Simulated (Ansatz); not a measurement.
Results of PBE-D4 (PAW; Ansatz, an electronic-structure program) for fcc Au.

Numerical settings: plane-wave cutoff 520 eV, 24×24×24 k mesh, Fermi–Dirac smearing 0.05 eV, scalar-relativistic PAW data made under PBE.

Results at a series of volumes:

| V (Å³/atom) | E − E_lowest (meV/atom) | P (GPa) |
|---|---|---|
| 16.287 | 35.92 | 11.92 |
| 16.633 | 15.16 | 7.38 |
| 16.980 | 3.57 | 3.42 |
| 17.326 | 0.00 | -0.04 |
| 17.673 | 3.43 | -3.06 |
| 18.020 | 12.95 | -5.68 |
| 18.366 | 27.77 | -7.97 |

Fit the third-order Birch–Murnaghan equation and give B0 and B′.

V0 = 17.322 Å³/atom, B0 = 162 GPa, B′ = 5.9 (fit to the energies at full precision).

Measured, for comparison: bulk modulus 182 GPa (0 K value with the zero-point phonon effect removed, our sources range from 175 to 182; as tabulated in Mejia-Rodriguez and Trickey (2018), arXiv:1807.09216); equilibrium volume per atom 16.76 Å³/atom (static lattice: zero-point anharmonic expansion removed; as tabulated in Mejia-Rodriguez and Trickey (2018), arXiv:1807.09216). Computed (rounded) less measured: bulk modulus -11 % (-7 % to -11 % over the range), equilibrium volume per atom +3.3 %.

Spin–orbit coupling is not included; it can shift volumes and moduli of such heavy elements.

Computed values are for the static lattice.

Computing time: around 40 core-seconds (rough).
